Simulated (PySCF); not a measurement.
Gas-phase reaction: Si + 2 H = SiH₂

Computed with PySCF (xtb for GFN2) and rigid-rotor harmonic-oscillator thermochemistry at 1 bar. 'Table' is the NASA 1993 thermochemical table (part measured, part estimated). † marks an energy on the PBE0/def2-TZVP geometry and frequencies; other levels use their own. CCSD(T) freezes the core. 6-31G* has spherical d functions here. Open shells (unrestricted): Si (multiplicity 3), H (multiplicity 2); the rest are closed-shell singlets. GFN2 has no spin-polarisation term. Spin-orbit splitting is ignored; it lowers the true energy and changes the entropy of Si. B3LYP is the form with VWN-RPA correlation. For this reaction the table lies outside the span of B3LYP, CCSD(T), M06-2X, MP2, PBE0, r2SCAN, ωB97M-V, ωB97X-V in their largest bases here; which side is off was not settled. CCSD(T) isn't extrapolated to the basis-set limit. The table's entry may be an old estimate for SiH₂ (not checked at source).

| level | ΔH°(298 K), kJ |
|---|---|
| table | -640.6 |
| B3LYP/6-31G* | -610.7 |
| B3LYP/def2-TZVP† | … |
| CCSD(T)/def2-TZVPP† | -607.4 |
| GFN2-xTB | … |
| HF/6-31G* | … |
| M06-2X/def2-TZVP† | -619.1 |
| PBE/def2-SVP | -595.1 |
| PBE/def2-TZVP† | -597.3 |
| PBE0/def2-SVP† | -588.8 |
| r2SCAN/def2-TZVP† | … |

Task: Some entries are withheld; supply them.

Result: 
- B3LYP/def2-TZVP†, ΔH°(298 K), kJ: -620.6
- GFN2-xTB, ΔH°(298 K), kJ: -800.6
- HF/6-31G*, ΔH°(298 K), kJ: -425.5
- r2SCAN/def2-TZVP†, ΔH°(298 K), kJ: -600.5
